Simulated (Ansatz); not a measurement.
**Molecular dynamics, step by step**

CH₅F (SMILES F.C), closed shell, PBE0-D4/cc-pVDZ (Ansatz 0.2.0). Settings (timestep in fs, temperature in K; T counts 15 degrees of freedom):

```yaml
hamiltonian: {xc: pbe0, dispersion: d4}
md: {n_steps: 40, timestep: 0.5, temperature: 1000, ensemble: nve, seed: 65, initial_velocities: maxwell_boltzmann}
```

Start (the SMILES describes the start alone):

```
atom    x (Å)    y (Å)    z (Å)
  F1  -0.0063   0.1340  -2.4561
  H2  -0.0008   0.0860  -1.5335
  C3   0.0013  -0.0438   0.7924
  H4   0.7529   0.3770   1.4582
  H5   0.4833  -0.7759   0.1404
  H6  -0.4590   0.7699   0.2273
  H7  -0.7711  -0.5472   1.3714
```

| step | time (fs) | potential energy less the start (meV) | kinetic energy (meV) | T (K) |
| --- | --- | --- | --- | --- |
| 0 | 0.00 | 0.0 | 646.3 | 1000 |
| 2 | 1.00 | 77.8 | 570.4 | 883 |
| 4 | 2.00 | 196.2 | 454.2 | 703 |
| 6 | 3.00 | 240.2 | 408.3 | 632 |
| 8 | 4.00 | 294.1 | 354.0 | 548 |
| 10 | 5.00 | 386.6 | 263.2 | 407 |
| 12 | 6.00 | 429.3 | 221.5 | 343 |
| 14 | 7.00 | 365.6 | 284.5 | 440 |
| 16 | 8.00 | 238.1 | 410.1 | 635 |
| 18 | 9.00 | 143.8 | 504.2 | 780 |
| 20 | 10.00 | 94.8 | 554.3 | 858 |
| 22 | 11.00 | 46.9 | 600.9 | 930 |
| 24 | 12.00 | 64.8 | 582.7 | 902 |
| 26 | 13.00 | 168.7 | 480.4 | 743 |
| 28 | 14.00 | 278.7 | 371.3 | 575 |
| 30 | 15.00 | 335.3 | 314.5 | 487 |
| 32 | 16.00 | 348.4 | 300.5 | 465 |
| 34 | 17.00 | 368.5 | 280.5 | 434 |
| 36 | 18.00 | 379.4 | 271.5 | 420 |
| 38 | 19.00 | 287.0 | 362.7 | 561 |
| 40 | 20.00 | 152.4 | 494.9 | 766 |

Step 16, positions (Å) and forces (eV/Å):

| atom | x | y | z | Fx | Fy | Fz |
| --- | --- | --- | --- | --- | --- | --- |
| F1 | -0.018 | 0.143 | -2.417 | 0.012 | -0.061 | 0.274 |
| H2 | 0.051 | -0.094 | -1.521 | 0.017 | -0.005 | -0.393 |
| C3 | 0.014 | -0.035 | 0.765 | -0.655 | -1.302 | -2.884 |
| H4 | 0.632 | 0.405 | 1.521 | 0.701 | 0.554 | 0.264 |
| H5 | 0.563 | -0.805 | 0.112 | -0.257 | 0.362 | 1.555 |
| H6 | -0.299 | 0.640 | -0.089 | -0.094 | 0.300 | 1.544 |
| H7 | -0.872 | -0.509 | 1.236 | 0.275 | 0.153 | -0.360 |

Step 32, positions (Å) and forces (eV/Å):

```csv
atom,x,y,z,Fx,Fy,Fz
F1,-0.030,0.152,-2.378,0.152,-0.491,0.756
H2,0.120,-0.298,-1.563,-0.150,0.539,-0.755
C3,0.022,-0.053,0.684,-0.331,1.232,0.879
H4,0.564,0.508,1.471,-0.498,-0.286,0.443
H5,0.711,-0.911,0.531,-0.307,0.509,-1.188
H6,-0.241,0.827,0.013,0.769,-1.623,-0.424
H7,-0.952,-0.449,1.032,0.365,0.120,0.289
```

Step 38, positions (Å) and forces (eV/Å):

| atom | x | y | z | Fx | Fy | Fz |
| --- | --- | --- | --- | --- | --- | --- |
| F1 | -0.033 | 0.154 | -2.360 | -0.472 | 1.332 | -2.132 |
| H2 | 0.137 | -0.332 | -1.637 | 0.471 | -1.304 | 2.073 |
| C3 | 0.025 | -0.052 | 0.666 | -0.208 | 0.302 | 0.731 |
| H4 | 0.466 | 0.503 | 1.490 | 0.068 | 0.167 | 0.764 |
| H5 | 0.748 | -0.909 | 0.556 | -0.672 | 0.797 | -0.917 |
| H6 | -0.154 | 0.791 | -0.052 | 0.490 | -1.269 | -0.380 |
| H7 | -0.961 | -0.422 | 1.011 | 0.323 | -0.025 | -0.139 |

Last step (40):

```xyz
7
angstrom
F -0.0351 0.1553 -2.3563
H 0.1500 -0.3647 -1.6252
C 0.0255 -0.0502 0.6608
H 0.4328 0.5034 1.5105
H 0.7477 -0.8930 0.5445
H -0.1135 0.7505 -0.0806
H -0.9569 -0.4119 1.0025
```

Hardware: 2 CPU threads of an Arm Neoverse V1, shared host. Wall time about 21 s.
